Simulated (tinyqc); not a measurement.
UHF in the sto-3g basis, for H2O, spin multiplicity 3, step by step. This run ends on a higher stationary point, not on the lowest solution. One step of it, computed by the program tinyqc.

Task: Iteration 2: building the Fock matrix. J_ij = sum D_kl (ij|kl) with D = D(alpha) + D(beta), K_ij = sum D_kl (ik|jl) for each spin; F = H + J - K(s); E = tr D H + tr D J / 2 - 0.5 sum_s tr D(s) K(s) + E_nn.

D(alpha) after iteration 1:
```
            1O 1s      1O 2s    1O 2px     1O 2py     1O 2pz      2H 1s      3H 1s
1O 1s    1.053914  -0.225812  0.000000   0.000000   0.042678  -0.014888  -0.014888
1O 2s   -0.225812   0.995597  0.000000   0.000000  -0.258021  -0.003917  -0.003917
1O 2px   0.000000   0.000000  1.000000   0.000000   0.000000   0.000000   0.000000
1O 2py   0.000000   0.000000  0.000000   1.467222   0.000000  -0.668680   0.668680
1O 2pz   0.042678  -0.258021  0.000000   0.000000   0.742017   0.205753   0.205753
2H 1s   -0.014888  -0.003917  0.000000  -0.668680   0.205753   1.019223  -0.894779
3H 1s   -0.014888  -0.003917  0.000000   0.668680   0.205753  -0.894779   1.019223
```

D(beta) after iteration 1:
```
            1O 1s      1O 2s    1O 2px     1O 2py     1O 2pz      2H 1s      3H 1s
1O 1s    1.052930  -0.218434  0.000000   0.000000   0.031965  -0.020773  -0.020773
1O 2s   -0.218434   0.940387  0.000000   0.000000  -0.183015   0.040351   0.040351
1O 2px   0.000000   0.000000  0.000000   0.000000   0.000000   0.000000   0.000000
1O 2py   0.000000   0.000000  0.000000   0.587762   0.000000   0.211499  -0.211499
1O 2pz   0.031965  -0.183015  0.000000   0.000000   0.852234   0.135999   0.135999
2H 1s   -0.020773   0.040351  0.000000   0.211499   0.135999   0.103268  -0.048942
3H 1s   -0.020773   0.040351  0.000000  -0.211499   0.135999  -0.048942   0.103268
```

core Hamiltonian H = T + V (hartree):
```
             1O 1s      1O 2s     1O 2px     1O 2py     1O 2pz      2H 1s      3H 1s
1O 1s   -32.772862  -7.625100   0.000000   0.000000  -0.017569  -1.939003  -1.939003
1O 2s    -7.625100  -9.381379   0.000000   0.000000  -0.203032  -4.013555  -4.013555
1O 2px    0.000000   0.000000  -7.495589   0.000000   0.000000   0.000000   0.000000
1O 2py    0.000000   0.000000   0.000000  -7.698221   0.000000  -2.311230   2.311230
1O 2pz   -0.017569  -0.203032   0.000000   0.000000  -7.569221  -1.455800  -1.455800
2H 1s    -1.939003  -4.013555   0.000000  -2.311230  -1.455800  -5.234664  -1.566684
3H 1s    -1.939003  -4.013555   0.000000   2.311230  -1.455800  -1.566684  -5.234664
```

Two-electron integrals (ij|kl) in chemists' order, unique and non-zero (hartree):
```
(11|11) 4.785065    (21|11) 0.741380    (21|21) 0.136873    (22|11) 1.118947
(22|21) 0.256633    (22|22) 0.817206    (31|31) 0.024477    (32|31) 0.037809
(32|32) 0.180518    (33|11) 1.115814    (33|21) 0.256684    (33|22) 0.817023
(33|33) 0.880159    (41|41) 0.024477    (42|41) 0.037809    (42|42) 0.180518
(43|43) 0.047444    (44|11) 1.115814    (44|21) 0.256684    (44|22) 0.817023
(44|33) 0.785270    (44|44) 0.880159    (51|51) 0.024477    (52|51) 0.037809
(52|52) 0.180518    (53|53) 0.047444    (54|54) 0.047444    (55|11) 1.115814
(55|21) 0.256684    (55|22) 0.817023    (55|33) 0.785270    (55|44) 0.785270
(55|55) 0.880159    (61|11) 0.190408    (61|21) 0.034826    (61|22) 0.064775
(61|33) 0.064655    (61|41) 0.001362    (61|42) 0.002537    (61|44) 0.064925
(61|51) 0.000821    (61|52) 0.001529    (61|54) 0.000163    (61|55) 0.064753
(61|61) 0.008974    (62|11) 0.434339    (62|21) 0.100738    (62|22) 0.351804
(62|33) 0.346085    (62|41) 0.006417    (62|42) 0.047720    (62|44) 0.358431
(62|51) 0.003868    (62|52) 0.028766    (62|54) 0.007443    (62|55) 0.350571
(62|61) 0.026068    (62|62) 0.182942    (63|31) 0.010885    (63|32) 0.062097
(63|43) 0.010073    (63|53) 0.006072    (63|63) 0.027005    (64|11) 0.257061
(64|21) 0.060431    (64|22) 0.225468    (64|33) 0.215094    (64|41) 0.014289
(64|42) 0.091351    (64|44) 0.243111    (64|51) 0.002052    (64|52) 0.017635
(64|54) 0.010817    (64|55) 0.217954    (64|61) 0.016374    (64|62) 0.142427
(64|64) 0.136717    (65|11) 0.154959    (65|21) 0.036429    (65|22) 0.135914
(65|33) 0.129661    (65|41) 0.002052    (65|42) 0.017635    (65|44) 0.134405
(65|51) 0.012122    (65|52) 0.072727    (65|54) 0.012933    (65|55) 0.143530
(65|61) 0.009870    (65|62) 0.085856    (65|64) 0.066135    (65|65) 0.066872
(66|11) 0.552974    (66|21) 0.130331    (66|22) 0.518955    (66|33) 0.497795
(66|41) 0.011378    (66|42) 0.114007    (66|44) 0.543904    (66|51) 0.006859
(66|52) 0.068725    (66|54) 0.027795    (66|55) 0.514550    (66|61) 0.034079
(66|62) 0.330089    (66|64) 0.293816    (66|65) 0.177115    (66|66) 0.774606
(71|11) 0.190408    (71|21) 0.034826    (71|22) 0.064775    (71|33) 0.064655
(71|41) -0.001362   (71|42) -0.002537   (71|44) 0.064925    (71|51) 0.000821
(71|52) 0.001529    (71|54) -0.000163   (71|55) 0.064753    (71|61) 0.008815
(71|62) 0.025135    (71|64) 0.014359    (71|65) 0.009522    (71|66) 0.032364
(71|71) 0.008974    (72|11) 0.434339    (72|21) 0.100738    (72|22) 0.351804
(72|33) 0.346085    (72|41) -0.006417   (72|42) -0.047720   (72|44) 0.358431
(72|51) 0.003868    (72|52) 0.028766    (72|54) -0.007443   (72|55) 0.350571
(72|61) 0.025135    (72|62) 0.147131    (72|64) 0.078859    (72|65) 0.066995
(72|66) 0.217640    (72|71) 0.026068    (72|72) 0.182942    (73|31) 0.010885
(73|32) 0.062097    (73|43) -0.010073   (73|53) 0.006072    (73|63) 0.020946
(73|73) 0.027005    (74|11) -0.257061   (74|21) -0.060431   (74|22) -0.225468
(74|33) -0.215094   (74|41) 0.014289    (74|42) 0.091351    (74|44) -0.243111
(74|51) -0.002052   (74|52) -0.017635   (74|54) 0.010817    (74|55) -0.217954
(74|61) -0.014359   (74|62) -0.078859   (74|64) -0.021787   (74|65) -0.035062
(74|66) -0.102544   (74|71) -0.016374   (74|72) -0.142427   (74|74) 0.136717
(75|11) 0.154959    (75|21) 0.036429    (75|22) 0.135914    (75|33) 0.129661
(75|41) -0.002052   (75|42) -0.017635   (75|44) 0.134405    (75|51) 0.012122
(75|52) 0.072727    (75|54) -0.012933   (75|55) 0.143530    (75|61) 0.009522
(75|62) 0.066995    (75|64) 0.035062    (75|65) 0.050979    (75|66) 0.108626
(75|71) 0.009870    (75|72) 0.085856    (75|74) -0.066135   (75|75) 0.066872
(76|11) 0.158555    (76|21) 0.037024    (76|22) 0.137912    (76|33) 0.135238
(76|44) 0.138449    (76|51) 0.002342    (76|52) 0.019872    (76|55) 0.139907
(76|61) 0.009448    (76|62) 0.068640    (76|64) 0.046101    (76|65) 0.036221
(76|66) 0.122848    (76|71) 0.009448    (76|72) 0.068640    (76|74) -0.046101
(76|75) 0.036221    (76|76) 0.030485    (77|11) 0.552974    (77|21) 0.130331
(77|22) 0.518955    (77|33) 0.497795    (77|41) -0.011378   (77|42) -0.114007
(77|44) 0.543904    (77|51) 0.006859    (77|52) 0.068725    (77|54) -0.027795
(77|55) 0.514550    (77|61) 0.032364    (77|62) 0.217640    (77|64) 0.102544
(77|65) 0.108626    (77|66) 0.332566    (77|71) 0.034079    (77|72) 0.330089
(77|74) -0.293816   (77|75) 0.177115    (77|76) 0.122848    (77|77) 0.774606
```

nuclear repulsion = 9.59876898 hartree

Give: Coulomb J; exchange K(alpha); exchange K(beta); F(alpha); F(beta); total energy of this density.

Result:

Coulomb J (hartree):
```
         1O 1s  1O 2s  1O 2px  1O 2py  1O 2pz  2H 1s   3H 1s
1O 1s   17.497  3.302   0.000   0.000  -0.005  0.840   0.840
1O 2s    3.302  8.230   0.000   0.000   0.034  3.531   3.531
1O 2px   0.000  0.000   8.138   0.000   0.000  0.000   0.000
1O 2py   0.000  0.000   0.000   8.292   0.000  2.267  -2.267
1O 2pz  -0.005  0.034   0.000   0.000   8.237  1.380   1.380
2H 1s    0.840  3.531   0.000   2.267   1.380  5.309   1.386
3H 1s    0.840  3.531   0.000  -2.267   1.380  1.386   5.309
```

exchange K(alpha) (hartree):
```
         1O 1s   1O 2s  1O 2px  1O 2py  1O 2pz  2H 1s   3H 1s
1O 1s    4.911   0.858   0.000   0.000  -0.001  0.224   0.224
1O 2s    0.858   1.415   0.000   0.000  -0.052  0.633   0.633
1O 2px   0.000   0.000   1.167   0.000   0.000  0.000   0.000
1O 2py   0.000   0.000   0.000   1.237   0.000  0.354  -0.354
1O 2pz  -0.001  -0.052   0.000   0.000   1.085  0.257   0.257
2H 1s    0.224   0.633   0.000   0.354   0.257  0.766   0.195
3H 1s    0.224   0.633   0.000  -0.354   0.257  0.195   0.766
```

exchange K(beta) (hartree):
```
        1O 1s   1O 2s  1O 2px  1O 2py  1O 2pz  2H 1s   3H 1s
1O 1s   4.871   0.804   0.000   0.000   0.002  0.212   0.212
1O 2s   0.804   1.188   0.000   0.000  -0.025  0.551   0.551
1O 2px  0.000   0.000   0.272   0.000   0.000  0.000   0.000
1O 2py  0.000   0.000   0.000   0.992   0.000  0.356  -0.356
1O 2pz  0.002  -0.025   0.000   0.000   1.066  0.222   0.222
2H 1s   0.212   0.551   0.000   0.356   0.222  0.541   0.188
3H 1s   0.212   0.551   0.000  -0.356   0.222  0.188   0.541
```

F(alpha) (hartree):
```
          1O 1s   1O 2s  1O 2px  1O 2py  1O 2pz   2H 1s   3H 1s
1O 1s   -20.187  -5.181   0.000   0.000  -0.023  -1.323  -1.323
1O 2s    -5.181  -2.566   0.000   0.000  -0.117  -1.115  -1.115
1O 2px    0.000   0.000  -0.525   0.000   0.000   0.000   0.000
1O 2py    0.000   0.000   0.000  -0.642   0.000  -0.398   0.398
1O 2pz   -0.023  -0.117   0.000   0.000  -0.417  -0.333  -0.333
2H 1s    -1.323  -1.115   0.000  -0.398  -0.333  -0.692  -0.375
3H 1s    -1.323  -1.115   0.000   0.398  -0.333  -0.375  -0.692
```

F(beta) (hartree):
```
          1O 1s   1O 2s  1O 2px  1O 2py  1O 2pz   2H 1s   3H 1s
1O 1s   -20.147  -5.127   0.000   0.000  -0.025  -1.311  -1.311
1O 2s    -5.127  -2.339   0.000   0.000  -0.144  -1.033  -1.033
1O 2px    0.000   0.000   0.370   0.000   0.000   0.000   0.000
1O 2py    0.000   0.000   0.000  -0.398   0.000  -0.400   0.400
1O 2pz   -0.025  -0.144   0.000   0.000  -0.398  -0.298  -0.298
2H 1s    -1.311  -1.033   0.000  -0.400  -0.298  -0.466  -0.369
3H 1s    -1.311  -1.033   0.000   0.400  -0.298  -0.369  -0.466
```

total energy of this density = -74.34278 hartree
